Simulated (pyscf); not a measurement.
Homolytic dissociation enthalpies at 298 K of Al–Cl, Al–F, Cl–Ga, Cl–In, F–In bonds in 8 gas-phase molecules, in eV. Optimised with ωB97X-D3(BJ)/def2-SVP in PySCF. Correlated levels are frozen-core, on RHF or UHF. ΔMP2 is the change of the MP2 total energy from the triple- to the quadruple-zeta basis. Both columns use the same structures and thermal terms. Rows were drawn at random from the closed-shell molecules with such a bond whose radicals are computed, keep their shape and have no isomer in the data more than 5 kcal/mol lower.

```csv
row,molecule,radicals,PBE/def2-TZVP,CCSD(T)/def2-TZVPP + ΔMP2(QZVPP)
1,H₂N–In(Cl)–Cl,[H₂N–In–Cl]• + Cl•,3.75,3.94
2,Cl–InH–Cl,Cl• + [Cl–InH]•,3.89,?
3,HO–GaH–Cl,[HO–GaH]• + Cl•,4.48,4.64
4,H₃C–InH–F,[H₃C–InH]• + F•,5.29,5.25
5,H₂N–Ga(NH₂)–Cl,[H₂N–Ga–NH₂]• + Cl•,4.54,4.74
6,HO–Al(OH)–Cl,[HO–Al–OH]• + Cl•,5.00,5.17
7,H₂N–AlH–F,[H₂N–AlH]• + F•,6.81,6.93
8,H₂N–InH–Cl,[H₂N–InH]• + Cl•,4.15,4.24
```

Task: Fit a line that carries the PBE values to the last column and predict row 2.

Result: In the 7 complete rows the last column lies -0.04 to 0.20 eV from PBE (mean 0.13, median 0.16). Least squares gives y = 0.27 + 0.97·x with residuals of 0.07 eV (root mean square). For row 2: 0.27 + 0.97 × 3.89 = 4.04 eV. The computed value is 4.01 eV, 0.03 under the line. The CCSD(T) − MP2 part came from Ansatz, without density fitting, on the same reference. The frozen core leaves the outer d or s,p core shells of the metals and heavy elements correlated in the MP2 and CC values, and def2-TZVPP describes them poorly, which can shift differences by a few kcal/mol. Left out: the spin-orbit lowering of Cl, F. Elements up to Kr have no core potential and no relativistic terms here. Elements past Kr carry the def2 core potentials, without spin-orbit coupling.
